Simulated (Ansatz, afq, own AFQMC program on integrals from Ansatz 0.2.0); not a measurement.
**SiH$_{3}$, doublet in def2-TZVP, levels against CCSDT(Q)**

```json
{"atom": "Si", "x (Å)": "-0.0710", "y (Å)": "0.3621", "z (Å)": "-0.1870"}
{"atom": "H", "x (Å)": "-1.1416", "y (Å)": "0.0240", "z (Å)": "-1.1725"}
{"atom": "H", "x (Å)": "1.0985", "y (Å)": "1.0098", "z (Å)": "-0.8541"}
{"atom": "H", "x (Å)": "-0.6023", "y (Å)": "1.2087", "z (Å)": "0.9233"}
```

Basis def2-TZVP. Noble-gas cores (and the filled d shells of Ga–Kr and In–Xe) are frozen. Integrals, coupled cluster, full CI and functionals: Ansatz 0.2.0; the random walks run on the same integrals in our own AFQMC program. The CISD trial takes its coefficients from CCSD amplitudes. Released means that phaseless walkers are propagated on without the constraint, phases kept. Error bars are statistical, one sigma.

Determinant: UHF, the one that the program's search chose, which needn't be the lowest solution. The geometry is a PBE0/def2-SVP stationary point of this or a neighbouring charge and spin state.

No full CI on the walks' own integrals is used here; CCSDT(Q) serves as the reference and is uncertain by about the last step of the cluster series.

The T1 diagnostic is 0.0153. The weight of the determinant in the CISD state is 0.923, the ⟨S²⟩ of the determinant is 0.755 and the size of the correlated space is 7 electrons in 50 orbitals.

```
  level  correlation energy (eV)
    MP2                  -2.9167
   CCSD                  -3.6662
CCSD(T)                  -3.7541
```

**Question.** Estimate where AFQMC with the constraint released lies against CCSD(T) on the same integrals.

**Answer.** 0.91 ± 0.04 mEh below CCSD(T).

Reference: CCSDT(Q), correlation energy -3.777 eV. The released energy is read at 2.40 1/Eh (meV from the phaseless value at times in 1/Eh: -0.5 ± 1.2 at 0.24, -0.8 ± 1.1 at 0.51, -1.4 ± 1.1 at 0.99, -2.9 ± 1.2 at 1.62, -4.8 ± 1.2 at 2.40).

```
         level  E − E(reference) (mEh)  share of correlation (%)
       CCSD(T)                    0.86                     99.38
         CCSDT                    0.07                     99.95
 ph-AFQMC/CISD             0.13 ± 0.04                     99.91
released AFQMC            -0.05 ± 0.04                    100.03
```

Released energies are given only where the last usable release times agree within the noise; a slower fall can still hide under it.
